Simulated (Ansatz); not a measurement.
# CH3ClSi: one species, many methods

Aim: compute CH3ClSi with functionals from several rungs and with coupled cluster. The yardstick is the atomisation energy at the CCSD(T) limit.

Computed with Ansatz 0.2.0, Gaussian basis. Level: functionals in def2-TZVPP, the program's frozen cores in correlated methods.

Plan: LDA (SPW92), PBE-D4, revPBE-D4, BLYP-D4, r2SCAN-D4, B97M-V, PBE0-D4, B3LYP-D4, r2SCANh-D4, r2SCAN0-D4, HSE06-D4, BHLYP-D4, CAM-B3LYP-D4, LC-ωPBE, ωB97X-V, ωB97M-V, B2PLYP, PBE-QIDH; CCSD(T)/def2-SVP; CCSD(T)/def2-TZVPP; MP2/def2-QZVPP; extrapolation to the limit; RPA on PBE.

### 1 Structure used throughout

The geometry comes from an earlier relaxation with PBE0-D4 in a triple-zeta def2 set; it is a stationary point.

SMILES `C[Si]Cl`, 6 atoms, charge 0, spin multiplicity 1.

Atoms are counted from 1 here; the program's logs count them from 0.

Bond lengths: C1–Si2 1.887 Å, C1–H4 1.096 Å, C1–H5 1.093 Å, C1–H6 1.096 Å, Si2–Cl3 2.093 Å. Angles: Si2–C1–H4 110.2°, Si2–C1–H5 111.6°, Si2–C1–H6 110.2°, H4–C1–H5 109.0°, H4–C1–H6 106.7°, H5–C1–H6 109.0°, C1–Si2–Cl3 98.3°.

### 2 LDA

This LDA is Slater exchange with PW92 correlation.

Contents of in.yaml:

```yaml
crystal:
  periodic: [false, false, false]
  atoms:
    - {symbol: C, position_ang: [-0.420911, 0.376226, -0.177077]}
    - {symbol: Si, position_ang: [0.228190, -0.642082, 1.273083]}
    - {symbol: Cl, position_ang: [1.857716, -1.533853, 0.308492]}
    - {symbol: H, position_ang: [0.353847, 1.065786, -0.531386]}
    - {symbol: H, position_ang: [-1.308685, 0.949943, 0.100088]}
    - {symbol: H, position_ang: [-0.668057, -0.280019, -1.019400]}
basis:
  gaussian: {orbitals: def2-TZVPP}
hamiltonian: {xc: lda}
output: {orbitals: {seedname: orbitals}}
```

The runs that follow: PBE-D4 (GGA); revPBE-D4 (GGA); BLYP-D4 (GGA); r2SCAN-D4 (meta-GGA); B97M-V (meta-GGA); PBE0-D4 (hybrid); B3LYP-D4 (hybrid); r2SCANh-D4 (hybrid); r2SCAN0-D4 (hybrid); HSE06-D4 (hybrid); BHLYP-D4 (hybrid); CAM-B3LYP-D4 (range-separated); LC-ωPBE-D4 (range-separated); ωB97X-V (range-separated); ωB97M-V (range-separated); B2PLYP (double hybrid); PBE-QIDH (double hybrid); CCSD(T) in def2-SVP; CCSD(T) in def2-TZVPP; MP2 in def2-QZVPP; RPA on PBE orbitals.

Q: Predict the results of all the runs planned. Wanted: atomisation energy, CCSD(T)/CBS; farthest beyond LDA; mean size of error, GGA; mean size of error, meta-GGA; mean size of error, hybrid; mean size of error, range-separated; mean size of error, double hybrid; gap, smallest and largest; T1 diagnostic.

**Answer**, as computed:

| quantity | value |
| --- | --- |
| atomisation energy, CCSD(T)/CBS | 2035.6 kJ/mol |
| functionals within 10.2 kJ/mol (0.5 %) | r2SCAN-D4, PBE0-D4, B3LYP-D4, r2SCANh-D4, HSE06-D4, CAM-B3LYP-D4, ωB97X-V |
| farthest beyond LDA | BHLYP-D4 (-52.4 kJ/mol) |
| mean size of error, GGA | 18.3 kJ/mol |
| mean size of error, meta-GGA | 10.6 kJ/mol |
| mean size of error, hybrid | 15.8 kJ/mol |
| mean size of error, range-separated | 14.0 kJ/mol |
| mean size of error, double hybrid | 21.6 kJ/mol |
| gap, smallest and largest | 2.21 eV (LDA (SPW92)), 8.93 eV (LC-ωPBE) |
| T1 diagnostic | 0.0122 |
| triples share of the correlation energy | 4.1 % |

**Reading.** The LDA atomisation energy is off by 265.3 kJ/mol (13 %): it overbinds. PBE-D4 misses by +28.8 kJ/mol. Double hybrids carry the basis error of their MP2 part in triple zeta, and no dispersion term here, so their miss is partly the set-up's. Taken by rung, meta-GGA functionals do best (10.6 kJ/mol on average) and double hybrid ones worst beyond LDA (21.6 kJ/mol). The gap between the best rungs is small, so their order is not settled. The reference freezes the cores and leaves out relativity and excitations past (T), so misses under about 10.2 kJ/mol can't be ranked. Hartree-Fock recovers 74 % of the binding; the rest is correlation. CCSD(T) in def2-SVP is off by -133.6 kJ/mol, which most functionals beat. The gap grows from 2.2 to 8.9 eV across the functionals, mostly with the share of exact exchange. The restricted reference is unstable towards a spin-broken one.
